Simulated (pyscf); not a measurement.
Structures and frequencies: ωB97X-D3(BJ)/def2-SVP in PySCF.

Problem. Estimate the classical barrier height and the reaction energy of O=Ta(Cl)(Cl)–Cl (SMILES [O]=[Ta]([Cl])([Cl])[Cl]) + HCl (SMILES Cl) -> HO–Ta(Cl)(Cl)(Cl)–Cl (SMILES [OH][Ta]([Cl])([Cl])([Cl])[Cl]) at ωB97M-D3(BJ)/def2-TZVP. The step runs on the singlet surface, breaks Cl–H and forms H–O, Cl–Ta; take the separated reactants as zero.

Solution. ΔE‡ = 7.7 kcal/mol, ΔE = -15.3 kcal/mol. Zero-point energy shifts the barrier by -0.2 kcal/mol. It is an addition across a multiple bond or ene-type step, with an imaginary mode of 1107i cm⁻¹. On the reactant side the descent ends in an adduct with a Cl–Ta contact, 5.2 kcal/mol under the separated species and 8.1 kcal/mol under the saddle at ωB97X-D3(BJ)/def2-TZVP. What is counted as formed (Cl–Ta) is already present as a longer contact in the reactant adduct; forming that adduct is a step of its own. At ωB97X-D3(BJ) the barrier from the zero used here is 2.9 kcal/mol. This is the saddle that the search found; another between the same sides may lie lower. Elements past Kr carry the def2 core potentials, without spin-orbit coupling.
